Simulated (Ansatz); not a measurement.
A calculation on rock-salt MgS returned lattice constant a 5.280 Å, bulk modulus 69.4 GPa.

For reference: lattice constant a 5.188 Å (measured, corrected for zero-point motion; as tabulated in Goldzak et al. (2022), arXiv:2208.04865); bulk modulus 81 GPa (measured, corrected for zero-point motion; as tabulated in Goldzak et al. (2022), arXiv:2208.04865).

Task: Which level of theory produced these numbers?
A. PBEsol (Ansatz, an electronic-structure program)
B. rVV10 (Ansatz)
C. PBE0 (Ansatz)
D. RPBE (Ansatz)

Result: D, RPBE (Ansatz)

The others give: PBE0 5.194 Å, 80.2 GPa; rVV10 5.239 Å, 74.1 GPa; PBEsol 5.182 Å, 78.1 GPa.

Unless a cell is named, each level is at its own relaxed cell (PBE0 17.52, PBEsol 17.39, RPBE 18.40, rVV10 17.98 Å³/atom).

Ansatz's density-functional and Hartree–Fock values are scalar-relativistic unless marked +SOC, with PAW data made under PBE.
